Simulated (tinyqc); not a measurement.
Inside a calculation (part 2 of 3). Method: UHF in the sto-6g basis, for LiH+, spin multiplicity 2. Computed by tinyqc, a small Python program that keeps every step (integrals from PySCF). Command: `OMP_NUM_THREADS=1 python tinyqc.py 22048 22049 out.jsonl` (the two numbers bound the seeds that draw the settings). One thread of a shared host (Intel(R) Xeon(R) Processor @ 2.60GHz), about 0.1 s of CPU time with the checks.

Geometry (angstrom):
```
atom         x         y         z
Li    0.000000  0.000000  0.000000
H     0.000000  0.000000  2.232000
```

## Iteration 2: diagonalisation and new density

extrapolated F(alpha) (hartree), order 1Li 1s, 1Li 2s, 1Li 2px, 1Li 2py, 1Li 2pz, 2H 1s:
$$\begin{pmatrix}
-3.266375 & -0.734638 & 0.000000 & 0.000000 & -0.003391 & -0.051941 \\
-0.734638 & -0.507447 & 0.000000 & 0.000000 & -0.039503 & -0.154299 \\
0.000000 & 0.000000 & -0.286927 & 0.108734 & 0.000000 & 0.000000 \\
0.000000 & 0.000000 & 0.108734 & -0.433941 & 0.000000 & 0.000000 \\
-0.003391 & -0.039503 & 0.000000 & 0.000000 & -0.319187 & -0.165768 \\
-0.051941 & -0.154299 & 0.000000 & 0.000000 & -0.165768 & -0.364952
\end{pmatrix}$$

extrapolated F(beta) (hartree), order 1Li 1s, 1Li 2s, 1Li 2px, 1Li 2py, 1Li 2pz, 2H 1s:
$$\begin{pmatrix}
-3.257215 & -0.719952 & 0.000000 & 0.000000 & -0.003378 & -0.050849 \\
-0.719952 & -0.443027 & 0.000000 & 0.000000 & -0.039500 & -0.148595 \\
0.000000 & 0.000000 & -0.204858 & -0.013980 & 0.000000 & 0.000000 \\
0.000000 & 0.000000 & -0.013980 & -0.185956 & 0.000000 & 0.000000 \\
-0.003378 & -0.039500 & 0.000000 & 0.000000 & -0.302286 & -0.163214 \\
-0.050849 & -0.148595 & 0.000000 & 0.000000 & -0.163214 & -0.363532
\end{pmatrix}$$

X, order 1Li 1s, 1Li 2s, 1Li 2px, 1Li 2py, 1Li 2pz, 2H 1s:
$$\begin{pmatrix}
1.022306 & -0.126089 & 0.000000 & 0.000000 & -0.005481 & 0.016996 \\
-0.126089 & 1.051111 & 0.000000 & 0.000000 & 0.041078 & -0.147462 \\
0.000000 & 0.000000 & 1.000000 & 0.000000 & 0.000000 & 0.000000 \\
0.000000 & 0.000000 & 0.000000 & 1.000000 & 0.000000 & 0.000000 \\
-0.005481 & 0.041078 & 0.000000 & 0.000000 & 1.057432 & -0.207057 \\
0.016996 & -0.147462 & 0.000000 & 0.000000 & -0.207057 & 1.085720
\end{pmatrix}$$

Diagonalise F' = X^T F X, C = X C', fill 2 alpha and 1 beta electrons from the bottom; D(s) = C_occ C_occ^T. Each column has its largest component positive (the first on a tie).

F' = X^T F X (alpha) (hartree):
$$\begin{pmatrix}
-3.233639 & -0.309457 & 0.000000 & 0.000000 & -0.001988 & 0.004103 \\
-0.309457 & -0.381788 & 0.000000 & 0.000000 & -0.024282 & -0.055897 \\
0.000000 & 0.000000 & -0.286927 & 0.108734 & 0.000000 & 0.000000 \\
0.000000 & 0.000000 & 0.108734 & -0.433941 & 0.000000 & 0.000000 \\
-0.001988 & -0.024282 & 0.000000 & 0.000000 & -0.301470 & -0.047890 \\
0.004103 & -0.055897 & 0.000000 & 0.000000 & -0.047890 & -0.332548
\end{pmatrix}$$

orbital energies (alpha) (hartree): MO1 -3.266840, MO2 -0.491684, MO3 -0.418606, MO4 -0.300906, MO5 -0.263094, MO6 -0.229184

coefficients C (alpha), order 1Li 1s, 1Li 2s, 1Li 2px, 1Li 2py, 1Li 2pz, 2H 1s:
$$\begin{pmatrix}
1.003023 & 0.000000 & -0.145168 & -0.169089 & 0.074874 & 0.000000 \\
-0.013276 & 0.000000 & 0.611624 & 0.783722 & -0.394567 & 0.000000 \\
0.000000 & -0.469012 & 0.000000 & 0.000000 & 0.000000 & 0.883192 \\
0.000000 & 0.883192 & 0.000000 & 0.000000 & 0.000000 & 0.469012 \\
0.000434 & 0.000000 & 0.313330 & -0.537547 & -0.880693 & 0.000000 \\
0.001572 & 0.000000 & 0.521858 & -0.361216 & 0.916995 & 0.000000
\end{pmatrix}$$

F' = X^T F X (beta) (hartree):
$$\begin{pmatrix}
-3.226814 & -0.303122 & 0.000000 & 0.000000 & -0.001864 & 0.003650 \\
-0.303122 & -0.316061 & 0.000000 & 0.000000 & -0.022543 & -0.059064 \\
0.000000 & 0.000000 & -0.204858 & -0.013980 & 0.000000 & 0.000000 \\
0.000000 & 0.000000 & -0.013980 & -0.185956 & 0.000000 & 0.000000 \\
-0.001864 & -0.022543 & 0.000000 & 0.000000 & -0.283621 & -0.048819 \\
0.003650 & -0.059064 & 0.000000 & 0.000000 & -0.048819 & -0.331754
\end{pmatrix}$$

orbital energies (beta) (hartree): MO1 -3.258054, MO2 -0.396735, MO3 -0.262592, MO4 -0.240870, MO5 -0.212282, MO6 -0.178532

coefficients C (beta), order 1Li 1s, 1Li 2s, 1Li 2px, 1Li 2py, 1Li 2pz, 2H 1s:
$$\begin{pmatrix}
1.003998 & -0.102846 & 0.122793 & 0.166308 & 0.000000 & 0.000000 \\
-0.017734 & 0.420963 & -0.549843 & -0.815054 & 0.000000 & 0.000000 \\
0.000000 & 0.000000 & 0.000000 & 0.000000 & 0.883192 & -0.469012 \\
0.000000 & 0.000000 & 0.000000 & 0.000000 & 0.469012 & 0.883192 \\
0.000078 & 0.311630 & 0.863290 & -0.566012 & 0.000000 & 0.000000 \\
0.002422 & 0.667797 & -0.190024 & 0.872712 & 0.000000 & 0.000000
\end{pmatrix}$$

D(alpha) after iteration 2, order 1Li 1s, 1Li 2s, 1Li 2px, 1Li 2py, 1Li 2pz, 2H 1s:
$$\begin{pmatrix}
1.006055 & -0.013316 & 0.000000 & 0.000000 & 0.000436 & 0.001577 \\
-0.013316 & 0.000176 & 0.000000 & 0.000000 & -0.000006 & -0.000021 \\
0.000000 & 0.000000 & 0.219972 & -0.414227 & 0.000000 & 0.000000 \\
0.000000 & 0.000000 & -0.414227 & 0.780028 & 0.000000 & 0.000000 \\
0.000436 & -0.000006 & 0.000000 & 0.000000 & 0.000000 & 0.000001 \\
0.001577 & -0.000021 & 0.000000 & 0.000000 & 0.000001 & 0.000002
\end{pmatrix}$$

D(beta) after iteration 2, order 1Li 1s, 1Li 2s, 1Li 2px, 1Li 2py, 1Li 2pz, 2H 1s:
$$\begin{pmatrix}
1.008013 & -0.017805 & 0.000000 & 0.000000 & 0.000079 & 0.002431 \\
-0.017805 & 0.000315 & 0.000000 & 0.000000 & -0.000001 & -0.000043 \\
0.000000 & 0.000000 & 0.000000 & 0.000000 & 0.000000 & 0.000000 \\
0.000000 & 0.000000 & 0.000000 & 0.000000 & 0.000000 & 0.000000 \\
0.000079 & -0.000001 & 0.000000 & 0.000000 & 0.000000 & 0.000000 \\
0.002431 & -0.000043 & 0.000000 & 0.000000 & 0.000000 & 0.000006
\end{pmatrix}$$

## Iteration 3: building the Fock matrix

core Hamiltonian H = T + V (hartree), order 1Li 1s, 1Li 2s, 1Li 2px, 1Li 2py, 1Li 2pz, 2H 1s:
$$\begin{pmatrix}
-4.687488 & -0.994976 & 0.000000 & 0.000000 & -0.008748 & -0.073393 \\
-0.994976 & -1.322197 & 0.000000 & 0.000000 & -0.086139 & -0.377473 \\
0.000000 & 0.000000 & -1.087146 & 0.000000 & 0.000000 & 0.000000 \\
0.000000 & 0.000000 & 0.000000 & -1.087146 & 0.000000 & 0.000000 \\
-0.008748 & -0.086139 & 0.000000 & 0.000000 & -1.151700 & -0.519711 \\
-0.073393 & -0.377473 & 0.000000 & 0.000000 & -0.519711 & -1.182171
\end{pmatrix}$$

Two-electron integrals (ij|kl) in chemists' order, unique and non-zero (hartree):
```
(11|11) 1.681247   (21|11) 0.242603   (21|21) 0.044507   (22|11) 0.397190
(22|21) 0.090279   (22|22) 0.290625   (31|31) 0.009437   (32|31) 0.014261
(32|32) 0.064236   (33|11) 0.397190   (33|21) 0.090279   (33|22) 0.290625
(33|33) 0.313125   (41|41) 0.009437   (42|41) 0.014261   (42|42) 0.064236
(43|43) 0.016875   (44|11) 0.397190   (44|21) 0.090279   (44|22) 0.290625
(44|33) 0.279374   (44|44) 0.313125   (51|51) 0.009437   (52|51) 0.014261
(52|52) 0.064236   (53|53) 0.016875   (54|54) 0.016875   (55|11) 0.397190
(55|21) 0.090279   (55|22) 0.290625   (55|33) 0.279374   (55|44) 0.279374
(55|55) 0.313125   (61|11) 0.017072   (61|21) 0.003092   (61|22) 0.006432
(61|33) 0.006338   (61|44) 0.006338   (61|51) 0.000417   (61|52) 0.000883
(61|55) 0.006620   (61|61) 0.000239   (62|11) 0.074388   (62|21) 0.017313
(62|22) 0.063649   (62|33) 0.059982   (62|44) 0.059982   (62|51) 0.002767
(62|52) 0.019813   (62|55) 0.070984   (62|61) 0.001493   (62|62) 0.028220
(63|31) 0.001050   (63|32) 0.005689   (63|53) 0.002552   (63|63) 0.001419
(64|41) 0.001050   (64|42) 0.005689   (64|54) 0.002552   (64|64) 0.001419
(65|11) 0.101414   (65|21) 0.023750   (65|22) 0.089556   (65|33) 0.083427
(65|44) 0.083427   (65|51) 0.004310   (65|52) 0.030858   (65|55) 0.101813
(65|61) 0.002105   (65|62) 0.042803   (65|65) 0.065333   (66|11) 0.237024
(66|21) 0.055845   (66|22) 0.225354   (66|33) 0.206828   (66|44) 0.206828
(66|51) 0.008684   (66|52) 0.080593   (66|55) 0.262409   (66|61) 0.004926
(66|62) 0.133305   (66|65) 0.207645   (66|66) 0.774999
```

nuclear repulsion = 0.71125969 hartree

J_ij = sum D_kl (ij|kl) with D = D(alpha) + D(beta), K_ij = sum D_kl (ik|jl) for each spin; F = H + J - K(s); E = tr D H + tr D J / 2 - 0.5 sum_s tr D(s) K(s) + E_nn.

Coulomb J (hartree), order 1Li 1s, 1Li 2s, 1Li 2px, 1Li 2py, 1Li 2pz, 2H 1s:
$$\begin{pmatrix}
3.768561 & 0.576195 & 0.000000 & 0.000000 & 0.000013 & 0.040535 \\
0.576195 & 1.085161 & 0.000000 & 0.000000 & 0.000019 & 0.208771 \\
0.000000 & 0.000000 & 1.081336 & -0.013980 & 0.000000 & 0.000000 \\
0.000000 & 0.000000 & -0.013980 & 1.100238 & 0.000000 & 0.000000 \\
0.000013 & 0.000019 & 0.000000 & 0.000000 & 1.073913 & 0.286264 \\
0.040535 & 0.208771 & 0.000000 & 0.000000 & 0.286264 & 0.680883
\end{pmatrix}$$

exchange K(alpha) (hartree), order 1Li 1s, 1Li 2s, 1Li 2px, 1Li 2py, 1Li 2pz, 2H 1s:
$$\begin{pmatrix}
1.694465 & 0.252589 & 0.000000 & 0.000000 & 0.000337 & 0.017614 \\
0.252589 & 0.106712 & 0.000000 & 0.000000 & 0.000083 & 0.008590 \\
0.000000 & 0.000000 & 0.091170 & -0.122715 & 0.000000 & 0.000000 \\
0.000000 & 0.000000 & -0.122715 & 0.257087 & 0.000000 & 0.000000 \\
0.000337 & 0.000083 & 0.000000 & 0.000000 & 0.026013 & 0.002945 \\
0.017614 & 0.008590 & 0.000000 & 0.000000 & 0.002945 & 0.001638
\end{pmatrix}$$

exchange K(beta) (hartree), order 1Li 1s, 1Li 2s, 1Li 2px, 1Li 2py, 1Li 2pz, 2H 1s:
$$\begin{pmatrix}
1.686176 & 0.236898 & 0.000000 & 0.000000 & 0.000278 & 0.016417 \\
0.236898 & 0.041819 & 0.000000 & 0.000000 & 0.000068 & 0.002845 \\
0.000000 & 0.000000 & 0.009030 & 0.000000 & 0.000000 & 0.000000 \\
0.000000 & 0.000000 & 0.000000 & 0.009030 & 0.000000 & 0.000000 \\
0.000278 & 0.000068 & 0.000000 & 0.000000 & 0.009044 & 0.000384 \\
0.016417 & 0.002845 & 0.000000 & 0.000000 & 0.000384 & 0.000214
\end{pmatrix}$$

F(alpha) (hartree), order 1Li 1s, 1Li 2s, 1Li 2px, 1Li 2py, 1Li 2pz, 2H 1s:
$$\begin{pmatrix}
-2.613393 & -0.671370 & 0.000000 & 0.000000 & -0.009072 & -0.050472 \\
-0.671370 & -0.343748 & 0.000000 & 0.000000 & -0.086203 & -0.177293 \\
0.000000 & 0.000000 & -0.096981 & 0.108734 & 0.000000 & 0.000000 \\
0.000000 & 0.000000 & 0.108734 & -0.243995 & 0.000000 & 0.000000 \\
-0.009072 & -0.086203 & 0.000000 & 0.000000 & -0.103800 & -0.236392 \\
-0.050472 & -0.177293 & 0.000000 & 0.000000 & -0.236392 & -0.502926
\end{pmatrix}$$

F(beta) (hartree), order 1Li 1s, 1Li 2s, 1Li 2px, 1Li 2py, 1Li 2pz, 2H 1s:
$$\begin{pmatrix}
-2.605104 & -0.655679 & 0.000000 & 0.000000 & -0.009014 & -0.049275 \\
-0.655679 & -0.278855 & 0.000000 & 0.000000 & -0.086188 & -0.171547 \\
0.000000 & 0.000000 & -0.014840 & -0.013980 & 0.000000 & 0.000000 \\
0.000000 & 0.000000 & -0.013980 & 0.004062 & 0.000000 & 0.000000 \\
-0.009014 & -0.086188 & 0.000000 & 0.000000 & -0.086831 & -0.233831 \\
-0.049275 & -0.171547 & 0.000000 & 0.000000 & -0.233831 & -0.501502
\end{pmatrix}$$

total energy of this density = -7.28053503 hartree

## Iteration 3: DIIS over 3 matrices

error matrix X^T (FDS - SDF) X (alpha):
$$\begin{pmatrix}
0.000000 & 0.088964 & 0.000000 & 0.000000 & 0.007761 & -0.004337 \\
-0.088964 & 0.000000 & 0.000000 & 0.000000 & 0.000694 & -0.000525 \\
0.000000 & 0.000000 & 0.000000 & 0.000000 & 0.000000 & 0.000000 \\
0.000000 & 0.000000 & 0.000000 & 0.000000 & 0.000000 & 0.000000 \\
-0.007761 & -0.000694 & 0.000000 & 0.000000 & 0.000000 & -0.000012 \\
0.004337 & 0.000525 & 0.000000 & 0.000000 & 0.000012 & 0.000000
\end{pmatrix}$$

B (overlaps of the stored error matrices):
$$\begin{pmatrix}
3.0822227e-02 & 8.1340619e-05 & 5.9577636e-05 \\
8.1340619e-05 & 5.5934554e-02 & 4.1540224e-02 \\
5.9577636e-05 & 4.1540224e-02 & 3.0852193e-02
\end{pmatrix}$$

Minimise |sum c_i e_i|^2 with sum c_i = 1: solve [B -1; -1 0][c; lambda] = [0; -1] with B_ij = tr e_i^T e_j summed over both spins, and take F = sum c_i F_i.

DIIS coefficients: [0.001095, -2.880596, 3.879501]

extrapolated F(alpha) (hartree), order 1Li 1s, 1Li 2s, 1Li 2px, 1Li 2py, 1Li 2pz, 2H 1s:
$$\begin{pmatrix}
-2.625584 & -0.687557 & 0.000000 & 0.000000 & -0.010426 & -0.052299 \\
-0.687557 & -0.350702 & 0.000000 & 0.000000 & -0.086220 & -0.177802 \\
0.000000 & 0.000000 & -0.098460 & 0.108734 & 0.000000 & 0.000000 \\
0.000000 & 0.000000 & 0.108734 & -0.245474 & 0.000000 & 0.000000 \\
-0.010426 & -0.086220 & 0.000000 & 0.000000 & -0.105281 & -0.236281 \\
-0.052299 & -0.177802 & 0.000000 & 0.000000 & -0.236281 & -0.502534
\end{pmatrix}$$

extrapolated F(beta) (hartree), order 1Li 1s, 1Li 2s, 1Li 2px, 1Li 2py, 1Li 2pz, 2H 1s:
$$\begin{pmatrix}
-2.618350 & -0.671199 & 0.000000 & 0.000000 & -0.010313 & -0.051016 \\
-0.671199 & -0.285411 & 0.000000 & 0.000000 & -0.086186 & -0.172017 \\
0.000000 & 0.000000 & -0.016253 & -0.013980 & 0.000000 & 0.000000 \\
0.000000 & 0.000000 & -0.013980 & 0.002649 & 0.000000 & 0.000000 \\
-0.010313 & -0.086186 & 0.000000 & 0.000000 & -0.088249 & -0.233712 \\
-0.051016 & -0.172017 & 0.000000 & 0.000000 & -0.233712 & -0.501105
\end{pmatrix}$$

## Iteration 3: diagonalisation and new density

As before.

F' = X^T F X (alpha) (hartree):
$$\begin{pmatrix}
-2.573505 & -0.361890 & 0.000000 & 0.000000 & -0.008404 & 0.012436 \\
-0.361890 & -0.209369 & 0.000000 & 0.000000 & -0.046717 & -0.081960 \\
0.000000 & 0.000000 & -0.098460 & 0.108734 & 0.000000 & 0.000000 \\
0.000000 & 0.000000 & 0.108734 & -0.245474 & 0.000000 & 0.000000 \\
-0.008404 & -0.046717 & 0.000000 & 0.000000 & -0.040624 & -0.142926 \\
0.012436 & -0.081960 & 0.000000 & 0.000000 & -0.142926 & -0.445788
\end{pmatrix}$$

orbital energies (alpha) (hartree): MO1 -2.627751, MO2 -0.515001, MO3 -0.303216, MO4 -0.133517, MO5 -0.040717, MO6 0.006984

coefficients C (alpha), order 1Li 1s, 1Li 2s, 1Li 2px, 1Li 2py, 1Li 2pz, 2H 1s:
$$\begin{pmatrix}
0.992310 & -0.056992 & 0.000000 & -0.270314 & 0.000000 & 0.018172 \\
0.031184 & 0.140768 & 0.000000 & 1.058770 & 0.000000 & -0.048826 \\
0.000000 & 0.000000 & -0.469012 & 0.000000 & 0.883192 & 0.000000 \\
0.000000 & 0.000000 & 0.883192 & 0.000000 & 0.469012 & 0.000000 \\
0.006842 & 0.137953 & 0.000000 & 0.141639 & 0.000000 & 1.060006 \\
-0.005914 & 0.899956 & 0.000000 & -0.449350 & 0.000000 & -0.481480
\end{pmatrix}$$

F' = X^T F X (beta) (hartree):
$$\begin{pmatrix}
-2.569106 & -0.353622 & 0.000000 & 0.000000 & -0.008138 & 0.011891 \\
-0.353622 & -0.143169 & 0.000000 & 0.000000 & -0.044948 & -0.085135 \\
0.000000 & 0.000000 & -0.016253 & -0.013980 & 0.000000 & 0.000000 \\
0.000000 & 0.000000 & -0.013980 & 0.002649 & 0.000000 & 0.000000 \\
-0.008138 & -0.044948 & 0.000000 & 0.000000 & -0.022635 & -0.143869 \\
0.011891 & -0.085135 & 0.000000 & 0.000000 & -0.143869 & -0.444991
\end{pmatrix}$$

orbital energies (beta) (hartree): MO1 -2.619682, MO2 -0.510897, MO3 -0.073714, MO4 -0.023677, MO5 0.010073, MO6 0.024392

coefficients C (beta), order 1Li 1s, 1Li 2s, 1Li 2px, 1Li 2py, 1Li 2pz, 2H 1s:
$$\begin{pmatrix}
0.994148 & -0.047589 & -0.264456 & 0.000000 & 0.000000 & 0.028194 \\
0.024039 & 0.109381 & 1.059852 & 0.000000 & 0.000000 & -0.091306 \\
0.000000 & 0.000000 & 0.000000 & 0.883192 & -0.469012 & 0.000000 \\
0.000000 & 0.000000 & 0.000000 & 0.469012 & 0.883192 & 0.000000 \\
0.006181 & 0.127107 & 0.188730 & 0.000000 & 0.000000 & 1.054011 \\
-0.004654 & 0.915944 & -0.441257 & 0.000000 & 0.000000 & -0.458270
\end{pmatrix}$$

D(alpha) after iteration 3, order 1Li 1s, 1Li 2s, 1Li 2px, 1Li 2py, 1Li 2pz, 2H 1s:
$$\begin{pmatrix}
0.987927 & 0.022921 & 0.000000 & 0.000000 & -0.001073 & -0.057159 \\
0.022921 & 0.020788 & 0.000000 & 0.000000 & 0.019633 & 0.126501 \\
0.000000 & 0.000000 & 0.000000 & 0.000000 & 0.000000 & 0.000000 \\
0.000000 & 0.000000 & 0.000000 & 0.000000 & 0.000000 & 0.000000 \\
-0.001073 & 0.019633 & 0.000000 & 0.000000 & 0.019078 & 0.124112 \\
-0.057159 & 0.126501 & 0.000000 & 0.000000 & 0.124112 & 0.809956
\end{pmatrix}$$

D(beta) after iteration 3, order 1Li 1s, 1Li 2s, 1Li 2px, 1Li 2py, 1Li 2pz, 2H 1s:
$$\begin{pmatrix}
0.988330 & 0.023898 & 0.000000 & 0.000000 & 0.006145 & -0.004627 \\
0.023898 & 0.000578 & 0.000000 & 0.000000 & 0.000149 & -0.000112 \\
0.000000 & 0.000000 & 0.000000 & 0.000000 & 0.000000 & 0.000000 \\
0.000000 & 0.000000 & 0.000000 & 0.000000 & 0.000000 & 0.000000 \\
0.006145 & 0.000149 & 0.000000 & 0.000000 & 0.000038 & -0.000029 \\
-0.004627 & -0.000112 & 0.000000 & 0.000000 & -0.000029 & 0.000022
\end{pmatrix}$$

## Iteration 11 (converged): orbitals

converged F(alpha) (hartree), order 1Li 1s, 1Li 2s, 1Li 2px, 1Li 2py, 1Li 2pz, 2H 1s:
$$\begin{pmatrix}
-2.760378 & -0.701228 & 0.000000 & 0.000000 & 0.000164 & -0.053056 \\
-0.701228 & -0.394599 & 0.000000 & 0.000000 & -0.077051 & -0.263030 \\
0.000000 & 0.000000 & -0.092831 & 0.000000 & 0.000000 & 0.000000 \\
0.000000 & 0.000000 & 0.000000 & -0.092831 & 0.000000 & 0.000000 \\
0.000164 & -0.077051 & 0.000000 & 0.000000 & -0.199551 & -0.351377 \\
-0.053056 & -0.263030 & 0.000000 & 0.000000 & -0.351377 & -0.695839
\end{pmatrix}$$

converged F(beta) (hartree), order 1Li 1s, 1Li 2s, 1Li 2px, 1Li 2py, 1Li 2pz, 2H 1s:
$$\begin{pmatrix}
-2.758338 & -0.700718 & 0.000000 & 0.000000 & 0.000539 & -0.052036 \\
-0.700718 & -0.343157 & 0.000000 & 0.000000 & -0.006188 & -0.104390 \\
0.000000 & 0.000000 & -0.087592 & 0.000000 & 0.000000 & 0.000000 \\
0.000000 & 0.000000 & 0.000000 & -0.087592 & 0.000000 & 0.000000 \\
0.000539 & -0.006188 & 0.000000 & 0.000000 & -0.099830 & -0.119563 \\
-0.052036 & -0.104390 & 0.000000 & 0.000000 & -0.119563 & 0.004016
\end{pmatrix}$$

As before.

F' = X^T F X (alpha) (hartree):
$$\begin{pmatrix}
-2.711357 & -0.355912 & 0.000000 & 0.000000 & -0.000877 & 0.017829 \\
-0.355912 & -0.232281 & 0.000000 & 0.000000 & -0.011790 & -0.153041 \\
0.000000 & 0.000000 & -0.092831 & 0.000000 & 0.000000 & 0.000000 \\
0.000000 & 0.000000 & 0.000000 & -0.092831 & 0.000000 & 0.000000 \\
-0.000877 & -0.011790 & 0.000000 & 0.000000 & -0.101871 & -0.223347 \\
0.017829 & -0.153041 & 0.000000 & 0.000000 & -0.223347 & -0.599122
\end{pmatrix}$$

orbital energies (alpha) (hartree): MO1 -2.761452, MO2 -0.725226, MO3 -0.155025, MO4 -0.092831, MO5 -0.092831, MO6 -0.002928

coefficients C (alpha), order 1Li 1s, 1Li 2s, 1Li 2px, 1Li 2py, 1Li 2pz, 2H 1s:
$$\begin{pmatrix}
0.994753 & -0.059035 & -0.245815 & 0.000000 & 0.000000 & -0.088786 \\
0.021511 & 0.159386 & 0.979147 & 0.000000 & 0.000000 & 0.399461 \\
0.000000 & 0.000000 & 0.000000 & -0.063819 & 0.997961 & 0.000000 \\
0.000000 & 0.000000 & 0.000000 & 0.997961 & 0.063819 & 0.000000 \\
0.001086 & 0.171850 & -0.321644 & 0.000000 & 0.000000 & 1.014773 \\
-0.001987 & 0.876660 & -0.207122 & 0.000000 & 0.000000 & -0.657464
\end{pmatrix}$$

F' = X^T F X (beta) (hartree):
$$\begin{pmatrix}
-2.708928 & -0.358995 & 0.000000 & 0.000000 & -0.004767 & 0.010420 \\
-0.358995 & -0.205995 & 0.000000 & 0.000000 & 0.021381 & -0.087973 \\
0.000000 & 0.000000 & -0.087592 & 0.000000 & 0.000000 & 0.000000 \\
0.000000 & 0.000000 & 0.000000 & -0.087592 & 0.000000 & 0.000000 \\
-0.004767 & 0.021381 & 0.000000 & 0.000000 & -0.058330 & -0.126482 \\
0.010420 & -0.087973 & 0.000000 & 0.000000 & -0.126482 & 0.080589
\end{pmatrix}$$

orbital energies (beta) (hartree): MO1 -2.759403, MO2 -0.189832, MO3 -0.121855, MO4 -0.087592, MO5 -0.087592, MO6 0.178426

coefficients C (beta), order 1Li 1s, 1Li 2s, 1Li 2px, 1Li 2py, 1Li 2pz, 2H 1s:
$$\begin{pmatrix}
0.994797 & -0.231158 & 0.105362 & 0.000000 & 0.000000 & 0.084671 \\
0.021423 & 0.886315 & -0.432901 & 0.000000 & 0.000000 & -0.413218 \\
0.000000 & 0.000000 & 0.000000 & 0.813534 & -0.581518 & 0.000000 \\
0.000000 & 0.000000 & 0.000000 & 0.581518 & 0.813534 & 0.000000 \\
0.000863 & 0.206595 & 0.805769 & 0.000000 & 0.000000 & -0.686154 \\
-0.003072 & 0.255152 & 0.271351 & 0.000000 & 0.000000 & 1.051166
\end{pmatrix}$$

D(alpha) after iteration 11, order 1Li 1s, 1Li 2s, 1Li 2px, 1Li 2py, 1Li 2pz, 2H 1s:
$$\begin{pmatrix}
0.993019 & 0.011989 & 0.000000 & 0.000000 & -0.009065 & -0.053730 \\
0.011989 & 0.025867 & 0.000000 & 0.000000 & 0.027414 & 0.139685 \\
0.000000 & 0.000000 & 0.000000 & 0.000000 & 0.000000 & 0.000000 \\
0.000000 & 0.000000 & 0.000000 & 0.000000 & 0.000000 & 0.000000 \\
-0.009065 & 0.027414 & 0.000000 & 0.000000 & 0.029533 & 0.150652 \\
-0.053730 & 0.139685 & 0.000000 & 0.000000 & 0.150652 & 0.768536
\end{pmatrix}$$

D(beta) after iteration 11, order 1Li 1s, 1Li 2s, 1Li 2px, 1Li 2py, 1Li 2pz, 2H 1s:
$$\begin{pmatrix}
0.989622 & 0.021312 & 0.000000 & 0.000000 & 0.000858 & -0.003056 \\
0.021312 & 0.000459 & 0.000000 & 0.000000 & 0.000018 & -0.000066 \\
0.000000 & 0.000000 & 0.000000 & 0.000000 & 0.000000 & 0.000000 \\
0.000000 & 0.000000 & 0.000000 & 0.000000 & 0.000000 & 0.000000 \\
0.000858 & 0.000018 & 0.000000 & 0.000000 & 0.000001 & -0.000003 \\
-0.003056 & -0.000066 & 0.000000 & 0.000000 & -0.000003 & 0.000009
\end{pmatrix}$$

Within a degenerate level the vectors are fixed only up to a rotation; this is one choice.
